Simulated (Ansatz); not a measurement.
hydrogen peroxide (H₂O₂), SMILES OO.

The structure is a stationary point at B3LYP-D3(BJ)/def2-TZVP. A frequency run showed that this geometry is not a minimum.

Two levels are set side by side: PBE/def2-TZVPD (Ansatz, a first-principles code) and ωB97X-V/def2-TZVPD (Ansatz). Energy differences of separate SCF runs at the same geometry; the states with an electron removed or added have multiplicity 2 and 2. Differences are taken from unrounded values.

```tsv
quantity	PBE
vertical ionisation energy (eV)	10.55
vertical singlet–triplet gap (eV)	3.65
```

### Question
These are the PBE values. What does ωB97X-V give? (The exact figures need the calculation; the answer reports its results.)

### Answer

| quantity | ωB97X-V | PBE minus ωB97X-V |
|---|---|---|
| vertical ionisation energy (eV) | 10.92 | -0.37 |
| vertical singlet–triplet gap (eV) | 4.00 | -0.35 |
